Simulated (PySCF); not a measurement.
disilane cation (H₆Si₂), SMILES [SiH3][SiH3] (connectivity only; charge and spin as stated), charge +1, multiplicity 2. Atoms are numbered in the order given.

```xyz
8

Si     0.0000     0.0000    -1.3481
Si     0.0000     0.0000     1.3481
H     -1.2747    -0.7164    -1.5477
H      1.2578    -0.7457    -1.5477
H      0.0169     1.4621    -1.5477
H     -1.2747     0.7164     1.5477
H      1.2578     0.7457     1.5477
H      0.0169    -1.4621     1.5477
```
Charge +1, spin multiplicity 2.

Geometry optimised at PBE0-D3(BJ)/def2-TZVP. The multiplicity is an assumed one; other spin states were not compared.

The numbers are results of M06-2X/def2-TZVPD (PySCF), not measurements.

Gas-phase values at a fixed geometry.

- total energy: -582.18038 hartree
- point group: D3
- α spin, highest occupied and lowest empty level: -14.50 and -5.50 eV
- β spin, highest occupied and lowest empty level: -16.84 and -9.37 eV
- dipole moment about the centre of nuclear charge: 0.00 D
- mean static polarisability: 55.1 bohr³ (8.16 Å³)
- polarisability, principal values: 47.4, 47.4, 70.3 bohr³
- ⟨S²⟩: 0.753 (pure state 0.75)
